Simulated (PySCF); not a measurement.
C4H5O (charge +1).
Bonds: C1–O2, O2–C3, C3–C4 (double), C4–C5, C3–C5. Hydrogens: H6, H7, H8 on C1; H9 on C4; H10 on C5.

Level of theory: PBE0-D3(BJ)/def2-SVP geometry optimisation, gas phase (PySCF).

What internal coordinates does the optimisation give?

```json
{"bond": "C1–O2", "length (bohr)": "2.749", "order": "single"}
{"bond": "O2–C3", "length (bohr)": "2.371", "order": "single"}
{"bond": "C3–C4, C3–C5", "length (bohr)": "2.613", "order": "aromatic"}
{"bond": "C4–C5", "length (bohr)": "2.564", "order": "aromatic"}
{"bond": "C1–H6, C1–H7, C1–H8", "length (bohr)": "2.072", "order": "single"}
{"bond": "C4–H9, C5–H10", "length (bohr)": "2.064", "order": "single"}
```

Bonds in one row agree within 0.02 bohr and their mean is given. Orders are formal, as drawn. A selection of angles:
```json
{"angle": "O2–C1–H6", "degrees": "110.3"}
{"angle": "O2–C1–H7", "degrees": "105.9"}
{"angle": "O2–C1–H8", "degrees": "107.0"}
{"angle": "H6–C1–H7", "degrees": "111.3"}
{"angle": "C1–O2–C3", "degrees": "121.2"}
{"angle": "O2–C3–C4", "degrees": "153.5"}
{"angle": "O2–C3–C5", "degrees": "147.7"}
{"angle": "C4–C3–C5", "degrees": "58.8"}
{"angle": "C3–C4–C5", "degrees": "60.4"}
{"angle": "C3–C4–H9", "degrees": "152.0"}
{"angle": "C5–C4–H9", "degrees": "147.5"}
{"angle": "C3–C5–C4", "degrees": "60.8"}
```

Dihedral angles: C1–O2–C3–C4 -1° (synperiplanar). The mirror-image conformer, all signs reversed, is as good.

The 3-membered ring C3–C4–C5 has internal angles of 58.8° to 60.8°. The C–C distances run from 1.357 Å (C4–C5, drawn aromatic) to 1.385 Å (C3–C4, drawn aromatic), a spread of 0.028 Å. C3 (unsaturated ring carbon) has angles 153.5°, 147.7° and 58.8°, sum 360.0°, 0.00 Å off the plane of its three neighbours. Of the pairs four or more bonds apart, C4···H6 is among the closest relative to their van der Waals radii: 2.99 Å, 103 % of the sum of Bondi's values. O2 (oxygen bonded to 2 C) is bent (angle 121.2°). C4 (unsaturated ring CH carbon) has angles 152.0°, 147.5° and 60.4°, sum 360.0°, 0.00 Å off the plane of its three neighbours. The 2 C–O bonds span 1.255 Å (O2–C3, drawn single) to 1.455 Å (C1–O2, drawn single), a spread of 0.200 Å.

Point group: near Cs, missed by 0.34 Å at most; the miss may be what the optimiser left on a soft mode. Stationary, but not proved a minimum.

Time: 28 s; peak memory 0.40 GiB. Hardware: an Intel Xeon Platinum 8259CL at 2.50 GHz with one thread, no GPU (shared host). These figures are those of the optimisation.
